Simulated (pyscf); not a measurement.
A first-order saddle from PySCF, ωB97X-D3(BJ)/def2-SVP:

```xyz
7

F      1.0162     0.5750     0.5239
Si    -0.2500     0.0831    -0.3801
F     -1.0159     1.5138    -0.4180
H     -1.7350    -0.6120    -0.6906
H      0.3307    -0.5257    -1.5836
H     -0.3640    -1.1892     0.7544
H     -1.2111    -1.0773     0.1979
```
Charge 0, spin multiplicity 1.

Surface: singlet, charge 0. Lowest wavenumbers (cm⁻¹): 1514i, 135, 374, 617, 681.

Problem. Name the species on either side of this saddle.

Solution. F–SiH₂–F + hydrogen (H₂) ⇌ F–SiH₂–F + hydrogen (H₂), a four-centre exchange read from left to right: H–Si, H–H broken and H–Si, H–H formed. At ωB97M-D3(BJ)/def2-TZVP it lies +250.9 kJ/mol from the left side and +250.9 kJ/mol from the right (each side as separated species at their lowest minima found). At the saddle there is also a short H–Si contact that neither side keeps. This is the saddle that the search found; another between the same sides may lie lower.
